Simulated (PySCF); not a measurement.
# SF⁺: mean field, correlation and small terms against distance

State: ³Σ⁻, triplet, unpaired electrons π ↑↑. ROHF-based CCSD(T) in PySCF 2.14 with S cc-pV(T+d)Z, F cc-pVTZ and S cc-pV(Q+d)Z, F cc-pVQZ (frozen core orbitals: 6; no relativity). Correlation energies are extrapolated as n⁻³ (n = 3, 4), Hartree–Fock as (n+1)·exp(−9√n). CV is the change on freezing 1 orbitals instead, in S cc-pwCVTZ, F cc-pwCVTZ. SR is the spin-free X2C energy in S cc-pVTZ-DK, F cc-pVTZ-DK less the non-relativistic one in S cc-pVTZ, F cc-pVTZ. All energies in eV from S⁺ + F.

```json
{"R (Å)": "1.3301", "HF/CBS": "-0.865", "CCSD corr.": "-1.777", "(T)": "-0.1533", "CV": "-0.0391", "SR": "0.0120", "total": "-2.822"}
{"R (Å)": "1.3905", "HF/CBS": "-1.411", "CCSD corr.": "-1.855", "(T)": "-0.1767", "CV": "-0.0282", "SR": "0.0126", "total": "-3.458"}
{"R (Å)": "1.4510", "HF/CBS": "-1.625", "CCSD corr.": "-1.930", "(T)": "-0.2012", "CV": "-0.0197", "SR": "0.0121", "total": "-3.764"}
{"R (Å)": "1.5115", "HF/CBS": "-1.606", "CCSD corr.": "-2.002", "(T)": "-0.2265", "CV": "-0.0129", "SR": "0.0111", "total": "-3.836"}
{"R (Å)": "1.5719", "HF/CBS": "-1.426", "CCSD corr.": "-2.070", "(T)": "-0.2521", "CV": "-0.0077", "SR": "0.0099", "total": "-3.747"}
{"R (Å)": "1.6475", "HF/CBS": "-1.052", "CCSD corr.": "-2.153", "(T)": "-0.2839", "CV": "-0.0027", "SR": "0.0081", "total": "-3.483"}
{"R (Å)": "1.7231", "HF/CBS": "-0.577", "CCSD corr.": "-2.233", "(T)": "-0.3145", "CV": "0.0009", "SR": "0.0065", "total": "-3.118"}
```

A fit to the total gives Re = 1.5045 Å, De = 3.838 eV, ωe = 1023.5 cm⁻¹, Be = 0.6249 cm⁻¹ (masses 31.9721 and 18.9984 u).

Task: At R = 1.5115 Å the CCSD correlation energy is -0.392387 hartree in the smaller basis and -0.421677 in the larger. Extrapolate it.

Result: (4³·E4 − 3³·E3)/(4³ − 3³) = -0.44305 hartree; the larger basis holds 95.2 % of it.

The T1 diagnostic is 0.027. The state was picked by a PBE0 search and need not be the measured ground state. Spin–orbit coupling, excitations beyond (T) and corrections to the Born–Oppenheimer picture are left out.
